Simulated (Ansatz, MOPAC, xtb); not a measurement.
Scan of CH₂, triplet: symmetric bend, bond length relaxed. Scanned: H-C-H angle. Other coordinates (C-H bond length) were minimised at PBE0/def2-TZVP. Each profile is relative to its own lowest point.

| a / ° | A | B | C |
|---|---|---|---|
| 173.05 | 9.6 | 7.1 | 0.0 |
| 163.72 | 7.5 | 5.7 | 0.4 |
| 155.08 | 4.6 | 3.8 | 1.3 |
| 146.04 | 1.9 | 1.8 | 2.9 |
| 140.52 | 0.6 | 0.8 | 4.5 |
| 130.99 | 0.0 | 0.0 | 8.3 |
| 125.06 | 0.9 | 0.3 | 11.6 |
| 117.68 | 3.6 | 2.0 | 16.8 |
| 108.85 | 9.6 | 6.1 | 24.9 |
| 98.73 | 20.6 | 14.3 | 37.0 |
| 91.27 | 31.9 | 23.3 | 47.8 |
| 83.91 | 45.9 | 35.0 | 60.2 |
| 77.57 | 60.5 | 47.6 | — |
| 68.29 | 86.2 | 71.0 | — |

Energies in mEh.

Q: Assign the columns to these levels of theory: Ansatz (a first-principles code) with CCSD on UHF/aug-cc-pVDZ, frozen core; GFN1-xTB in xtb; PM6, unrestricted, heats of formation run with MOPAC 23.2.5.

A: A is CCSD/aug-cc-pVDZ; B is GFN1-xTB; C is PM6.

Dashes: no converged value, or the column stops at the first point that the program doubted or that broke a chosen test of continuity, which isn't proof of a fault.

The scan ran from 180.0 to 60.0; beyond the range shown the relaxed coordinates jump or full CI changes its symmetry label.
